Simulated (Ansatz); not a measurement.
BH₅S, SMILES `[BH3-][SH2+]`, relaxed with RKS PBE-D4/def2-SVP in Ansatz 0.2.0 from a rough embedded geometry. The force threshold is 0.03 eV/Å; the program also tests the step.

Total charge 0; spin multiplicity 1.

Start:

```xyz
7

B     0.667   -0.292   -0.249
S    -0.787    0.742    0.228
H     0.809   -0.191   -1.520
H     0.495   -1.367    0.078
H     1.676    0.165    0.220
H    -1.926    0.271   -0.374
H    -0.934    0.671    1.616
```

How much energy does the relaxation release, and in how many steps? (Estimate.)

Computed: 0.56 eV, in 5 steps, 1 of them rejected.

Which bonds change most? (Best estimate.)

Computed: B1–S2 from 1.847 to 1.986 Å; B1–H4 from 1.137 to 1.223 Å; B1–H3 from 1.283 to 1.226 Å; S2–H7 from 1.397 to 1.368 Å.

Give the relaxed structure. (Estimate.)

Computed: 
```xyz
7

B     0.742   -0.333   -0.302
S    -0.742    0.893    0.185
H     0.757   -0.174   -1.518
H     0.450   -1.452    0.095
H     1.673    0.221    0.273
H    -1.871    0.240   -0.228
H    -1.008    0.604    1.496
```
